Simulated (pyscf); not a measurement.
Single points on ωB97X-D3(BJ)/def2-SVP structures (PySCF, gas phase). MP2 and CC: frozen core, UHF for open shells. ΔMP2 is the change of the MP2 total energy from the triple- to the quadruple-zeta basis.

Question: For the elementary gas-phase step H₃Si–GeH₃ + HF -> SiH₄ + F–GeH₃ (singlet surface; Ge–Si, F–H broken, H–Si, F–Ge formed), what barrier and reaction energy does CCSD/def2-TZVPP give, measured from the separated reactants?

Answer: ΔE‡ = 51.1 kcal/mol, ΔE = -9.3 kcal/mol. CCSD(T)/def2-TZVPP + ΔMP2(QZVPP) gives 48.1 kcal/mol and -8.0 kcal/mol. Zero-point energy shifts the barrier by -1.0 kcal/mol. It is a four-centre exchange, with an imaginary mode of 1257i cm⁻¹. The same reactants have a lower exit, to F–SiH₃ + GeH₄ (barrier +35.2 kcal/mol at ωB97M-D3(BJ)/def2-TZVP, against +43.9 kcal/mol here). One saddle was located; it need not be the lowest between these sides. The CCSD(T) − MP2 part came from Ansatz, without density fitting, on the same reference. The frozen core leaves the outer d or s,p core shells of the metals and heavy elements correlated in the MP2 and CC values, and def2-TZVPP describes them poorly, which can shift differences by a few kcal/mol. Elements up to Kr have no core potential and no relativistic terms here.
